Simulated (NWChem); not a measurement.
**Correlation energy of O**

```
O
```
Charge 0, spin multiplicity 3.

Program: NWChem.

Basis set: 6-31G*. Each correlation energy counts from its own Hartree-Fock reference.

```json
[
 {"method": "CCSD on ROHF", "correlation energy (mHa)": "-115.5"},
 {"method": "CCSD(T) on ROHF", "correlation energy (mHa)": "-116.5"},
 {"method": "SCS-UMP2", "correlation energy (mHa)": "-92.8"},
 {"method": "UMP2", "correlation energy (mHa)": "-95.0"},
 {"method": "CCSD[T] on ROHF", "correlation energy (mHa)": "-116.5"},
 {"method": "CCSD[T] on UHF", "correlation energy (mHa)": "-111.6"},
 {"method": "CCSD(T) on UHF", "correlation energy (mHa)": "-111.6"},
 {"method": "CCSD on UHF", "correlation energy (mHa)": "-110.7"},
 {"method": "CCSDT on ROHF", "correlation energy (mHa)": "-116.6"}
]
```

The values span 23.8 mHa, from CCSDT on ROHF (lowest) to SCS-UMP2 (highest). 

The correlated methods keep 1 core orbital frozen. The Pople sets run with spherical d functions. The stability of the SCF solutions was not checked. Open-shell Hartree-Fock references start from PBE0 orbitals. Coupled-cluster values serve here as a point of comparison, not as the truth.
